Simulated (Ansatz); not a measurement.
Scan of SnH$_{2}$, triplet

Starting geometry (PBE0/def2-TZVP stationary point for this spin, not checked as a minimum):

```yaml
atoms:
  - { symbol: Sn, position_ang: [0.0000, -0.0144, 0.0000] }
  - { symbol: H, position_ang: [0.0000, 0.8475, -1.4828] }
  - { symbol: H, position_ang: [0.0000, 0.8475, 1.4828] }
```

From there the angle named below is changed in its plane at fixed bond lengths, both arms turning rigidly about the middle atom; atoms are numbered as listed. Energies are in eV, counted from the starting geometry at the same level.

Basis def2-SVP with its core potentials; Ansatz 0.2.0. Correlated methods freeze the noble-gas cores and the filled d shells of p-block atoms. Prefix R: restricted or restricted open-shell reference; prefix U: unrestricted. Active spaces: valence = (6e, 6o) chosen from the atoms' valence shells. No spin–orbit coupling is included; scalar relativity enters through the core potentials alone.

Runs in a small pair space aren't shown, since their orbitals change along the scan.

Full CI is exact within this basis and frozen core; it isn't the basis-set limit. The frozen core follows each run's orbitals, which can shift R against U totals by a few meV for light atoms and by up to 0.1 eV past Ca.

| angle H2-Sn1-H3 (°) | full CI | unpaired electrons (full CI) | error UHF | error UMP2 | error RCCSD | error UCCSDT(Q) | error NEVPT2 (valence space) | error MRCISD (valence space) |
| --- | --- | --- | --- | --- | --- | --- | --- | --- |
| 68.2 | 1.228 | 2.05 | 0.158 | 0.055 | 0.014 | -0.004 | -0.008 | -0.001 |
| 91.3 | 0.315 | 2.03 | 0.037 | 0.013 | 0.003 | -0.002 | 0.000 | -0.001 |
| 104.0 | 0.085 | 2.03 | 0.007 | 0.002 | 0.000 | -0.001 | 0.001 | -0.001 |
| 119.7 | 0.000 | 2.03 | 0.000 | 0.000 | 0.000 | 0.000 | 0.000 | 0.000 |
| 119.8 | 0.000 | 2.03 | 0.000 | 0.000 | 0.000 | 0.000 | 0.000 | 0.000 |
| 142.2 | 0.202 | 2.03 | 0.041 | 0.015 | 0.003 | 0.001 | -0.010 | 0.000 |
| 158.8 | 0.562 | 2.04 | 0.101 | 0.040 | 0.008 | 0.001 | -0.024 | 0.000 |
| 180.0 | 1.007 | 2.07 | 0.135 | 0.103 | 0.019 | -0.002 | -0.048 | 0.001 |

Unpaired electrons are Σ n²(2−n)² over natural occupations. Errors are those of relative energies. In total energy the starting point itself misses full CI by: UHF 2.279, UMP2 0.583, RCCSD 0.060, UCCSDT(Q) -0.020, NEVPT2 (valence space) 0.415, MRCISD (valence space) 0.040 eV.

Spread of the error over the points with a reference, to 180.0 ° (largest less smallest): MRCISD (valence space) 0.002, UCCSDT(Q) 0.005, RCCSD 0.019, NEVPT2 (valence space) 0.049, UMP2 0.103, UHF 0.158 eV.
